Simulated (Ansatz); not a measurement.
## [BH2···H···N], quartet: the ladder up to UCCSDT(Q)

Geometry: a point of a hydrogen-transfer path between rigid fragments, not a stationary point.

```xyz
5

B    -1.4411    0.0000    0.0000
H    -2.0378    1.0336    0.0000
H    -2.0378   -1.0336    0.0000
H    -0.1581    0.0000    0.0000
N     1.4169    0.0000    0.0000
```

Basis cc-pVDZ; Ansatz 0.2.0. Only valence electrons are correlated (noble-gas cores frozen), which leaves 11 electrons in 41 orbitals. R marks a restricted (for open shells ROHF) determinant, U an unrestricted one. Active spaces: valence = (11e, 11o) chosen from the atoms' valence shells; pair = (5e, 5o) about the gap.

Full CI isn't at hand for all of this; UCCSDT(Q) serves as the reference, and is uncertain by about the last step of the cluster series. The frozen core follows each run's orbitals, which can shift R against U totals by a few meV.

For open shells CISD is restricted-active-space CI with the open shells as a complete middle space.

The UHF ⟨S²⟩ is 3.761. The T1 diagnostic (RCCSD) is 0.0178 and the largest doubles amplitude (RCCSD) is 0.038. The T1 diagnostic (UCCSD) is 0.0099.

```csv
level,E − E(RHF) (eV)
UHF,-0.1260
RMP2,-4.7569
UMP2,-4.7790
RCCSD,-5.8837
UCCSD,-5.8862
RCCSD(T),-5.9675
UCCSD(T),-5.9692
```

Task: Estimate how far UCCSDT(Q) in cc-pVDZ lies from RCCSD(T). The table doesn't fix it; the size of (T) and the diagnostics are the guide.

Result: UCCSDT(Q) in cc-pVDZ lies 0.85 mEh below RCCSD(T), which is 28 % of the (T) step (-3.08 mEh). The diagnostics give no warning, yet the rest is a sizeable part of (T).

The other levels:

| level | E − E(UCCSDT(Q)) (mEh) | share of correlation (%) | wall time |
| --- | --- | --- | --- |
| CISD | 16.63 | 92.45 | 9.5 s |
| BCCD(T) | 0.85 | 99.61 | 0.9 s |
| RCCSDT | 0.18 | 99.92 | – |
| UCCSDT | 0.11 | 99.95 | – |
| RCCSDT(Q) | 0.07 | 99.97 | 29 s |
| CASSCF (pair space) | 204.24 | 7.23 | – |
| NEVPT2 (pair space) | 44.50 | 79.79 | 0.51 s |
| MRCISD (pair space) | 14.97 | 93.20 | – |
| MRCISD+Q (pair space) | 0.19 | 99.92 | 0.99 s |
| CASSCF (valence space) | 164.45 | 25.30 | – |
| NEVPT2 (valence space) | 41.58 | 81.11 | 7.5 s |

The correlation energy at UCCSDT(Q), counted from RHF, is -5.991 eV. That run took 24 s on 1 thread of Arm Neoverse V2, shared host.

Times hold each run's SCF and search for its determinant on a shared host, so for small cases they say little of a method's own cost; they ran on 1 thread of Arm Neoverse V2.

Natural occupations of CASSCF (valence space) about the gap: 1.980 1.970 1.001 1.000 1.000 0.023 0.018 0.017 0.009; effectively unpaired electrons, Σ n²(2−n)², 3.01.
